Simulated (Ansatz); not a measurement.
**C₄H₆O₃: taking an electron away**

An exercise on one series of results from a longer session: the logs are not shown, and one member is left open.

Computed with Ansatz 0.2.0, Gaussian basis. Level: unrestricted cation, the program's frozen cores in correlated methods.

The runs, in order: UKS PBE-D4/def2-TZVPP; UKS r2SCAN-D4/def2-TZVPP; UKS PBE0-D4/def2-TZVPP; UKS B3LYP-D4/def2-TZVPP; UKS wB97X-V/def2-TZVPP; UKS wB97M-V/def2-TZVPP; UKS B2PLYP/def2-TZVPP; UHF-CCSD(T)/def2-TZVPP; UHF-MP2/def2-QZVPP; extrapolation to the limit; then −ε(HOMO) from the neutral's earlier runs with LDA (SPW92), PBE-D4, revPBE-D4, BLYP-D4, r2SCAN-D4, B97M-V, PBE0-D4, B3LYP-D4, r2SCANh-D4, r2SCAN0-D4, HSE06-D4, BHLYP-D4, CAM-B3LYP-D4, LC-ωPBE, ωB97X-V, ωB97M-V.

## Structure used throughout

All runs share one geometry, relaxed beforehand with PBE0-D4 in a triple-zeta def2 set.

SMILES `CC(=O)OC(C)=O`, 13 atoms, charge 0, spin multiplicity 1.

Atoms are counted from 1 here; the program's logs count them from 0.

Bond lengths: C1–C2 1.492 Å, C1–H8 1.091 Å, C1–H9 1.087 Å, C1–H10 1.093 Å, C2–O3 1.188 Å, C2–O4 1.383 Å, O4–C5 1.383 Å, C5–C6 1.492 Å, C5–O7 1.188 Å, C6–H11 1.087 Å, C6–H12 1.093 Å, C6–H13 1.091 Å. Angles: C2–C1–H8 110.3°, C2–C1–H9 109.7°, C2–C1–H10 109.0°, H8–C1–H9 110.6°, H8–C1–H10 107.3°, H9–C1–H10 109.9°, C1–C2–O3 126.9°, C1–C2–O4 110.1°, O3–C2–O4 122.9°, C2–O4–C5 120.4°, O4–C5–C6 110.1°, O4–C5–O7 122.9°, C6–C5–O7 126.9°, C5–C6–H11 109.7°, C5–C6–H12 109.0°, C5–C6–H13 110.3°, H11–C6–H12 109.9°, H11–C6–H13 110.6° and more.

The first run:

Contents of in.yaml:

```yaml
crystal:
  periodic: [false, false, false]
  atoms:
    - {symbol: C, position_ang: [0.857694, -0.727522, 2.094180]}
    - {symbol: C, position_ang: [0.911478, -0.692011, 0.603181]}
    - {symbol: O, position_ang: [1.720701, -1.211246, -0.094258]}
    - {symbol: O, position_ang: [-0.174799, 0.003490, 0.104754]}
    - {symbol: C, position_ang: [-0.082144, 0.676027, -1.099909]}
    - {symbol: C, position_ang: [-1.420666, 0.738429, -1.756950]}
    - {symbol: O, position_ang: [0.928967, 1.159781, -1.492991]}
    - {symbol: H, position_ang: [-0.133019, -1.038577, 2.429180]}
    - {symbol: H, position_ang: [1.619391, -1.404485, 2.472526]}
    - {symbol: H, position_ang: [1.030528, 0.279981, 2.480321]}
    - {symbol: H, position_ang: [-1.375701, 1.399662, -2.618546]}
    - {symbol: H, position_ang: [-1.708241, -0.266882, -2.074260]}
    - {symbol: H, position_ang: [-2.174190, 1.083343, -1.047219]}
basis:
  gaussian: {orbitals: def2-TZVPP}
total_charge: 1
magnetization: {spin_polarized: true, initial_magnetization: 1}
hamiltonian: {xc: pbe, dispersion: d4}
```

On the command line:

```sh
$ ansatz run in.yaml --threads 2 --pin off --events-out ev --progress --plain --max-ram 32768MiB --backend cuda --devices 0, --max-vram 18GiB
```

Among the steps run: Cation, UKS PBE-D4/def2-TZVPP; Cation, UKS r2SCAN-D4/def2-TZVPP; Cation, UKS PBE0-D4/def2-TZVPP; Cation, UKS B3LYP-D4/def2-TZVPP; Cation, UKS wB97X-V/def2-TZVPP; Cation, UKS wB97M-V/def2-TZVPP; Cation, UKS B2PLYP (frozen core)/def2-TZVPP; Cation, UHF-CCSD(T)/def2-TZVPP; Cation, UHF-MP2/def2-QZVPP.

One table of the session follows, with a row left open; its other results are not shown here.

It belongs to the step «Ionisation energies side by side». Orbital estimates, from the neutral's runs:

```
  functional  −ε(HOMO) (eV)
 LDA (SPW92)           6.63
      PBE-D4           6.43
   revPBE-D4           6.36
     BLYP-D4           6.35
   r2SCAN-D4           6.77
      B97M-V           6.91
     PBE0-D4           8.08
    B3LYP-D4           7.84
  r2SCANh-D4           7.39
  r2SCAN0-D4           8.33
    HSE06-D4           7.68
    BHLYP-D4           9.70
CAM-B3LYP-D4           9.57
     LC-ωPBE          10.86
     ωB97X-V              ?
     ωB97M-V          10.48
```

Q: Estimate the row for ωB97X-V from the others.

**Answer.** −ε(HOMO) (eV): 10.54. In the column «−ε(HOMO) (eV)» it lies between ωB97M-V (10.48) and LC-ωPBE (10.86).
